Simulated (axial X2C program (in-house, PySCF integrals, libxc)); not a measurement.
# Nuclear properties of SiN⁺

Calculated with an in-house all-electron X2C program for linear molecules (integrals from PySCF): two-component X2C with atomic mean-field Coulomb and Gaunt terms, Gaussian nuclei, basis Si dyall-v3z, N dyall-av3z with contracted cores.

R = 1.798 Å (near the PBE0 minimum at charge 1 of the determinant lowest at the starting distance; the state shown can have its own minimum elsewhere).

Determinant lowest in the PBE0 search, Ω = 1 (⟨Sz⟩ = 1.00, ⟨Lz⟩ = 0.00 at PBE0), spin on the atoms Si 0.11, N 0.89:

| level | Eeff magnitude (GV/cm) | Ws magnitude Si (kHz) | Ws magnitude N (kHz) | A∥/gI Si (MHz) | qzz Si (a.u.) | A∥/gI N (MHz) | qzz N (a.u.) |
| --- | --- | --- | --- | --- | --- | --- | --- |
| PBE0 | 0.000842 | 0.000918 | 0.000632 | -11.7 | -2.30 | -90.4 | -1.46 |
| HF | 0.0061 | 0.000615 | 0.00115 | -7.19 | -2.50 | -47.7 | -1.23 |
| BP86 | 0.000867 | 0.00157 | 0.000595 | -14.6 | -2.21 | -98.9 | -1.57 |
| B3LYP | 0.00218 | 0.000307 | 0.000521 | -9.2 | -2.30 | -77.6 | -1.53 |
| r2SCAN | 0.0029 | 0.00228 | 0.000629 | -11 | -2.27 | -60.7 | -1.51 |

Eeff is the effective electric field on the electron electric dipole moment in this Ω state and Ws the scalar–pseudoscalar constant of the nucleus named (defined with the proton number Z and per Ω); A∥ (defined per Ω) follows by multiplying with gI = μI/(I μN); qzz is the electric field gradient, eQq0 = 234.96 MHz × Q/barn × qzz. The operators were transformed with the bare-nucleus X2C matrices; with these basis sets, hyperfine constants and field gradients can be off by tens of per cent, and where levels differ in sign neither size nor sign is settled.

Q: With Q(14N) = 0.02044 barn (Q from Pyykkö, Mol. Phys. 2018), turn the PBE0 values of the first state into constants in MHz.

A: eQq0(14N) = 234.96 × (0.02044) × (-1.46) = -7.01 MHz.

Each state is one determinant with collinear spin, which with several unpaired electrons need not be a pure state. Unrestricted Hartree–Fock can overshoot spin polarisation at the nuclei. In the state Ω = 1 the sign of Eeff differs between levels (BP86, r2SCAN against PBE0). With several open shells hyperfine constants can be off by a factor of several. Where Eeff spreads by more than a factor of two the levels disagree and none is to be relied on. Open-shell Ω = 0 determinants with evenly filled partner blocks cannot be reached by this program, so the Ω shown need not be the lowest component. States lie within half an eV, so the first need not be the ground state. The sign of Ws at Si differs between levels in the first state. Further determinants of the search, some of them spin-mixed, are not shown. Where a field gradient or hyperfine factor spreads by more than a factor of two over the levels, a constant derived from it is not to be relied on.
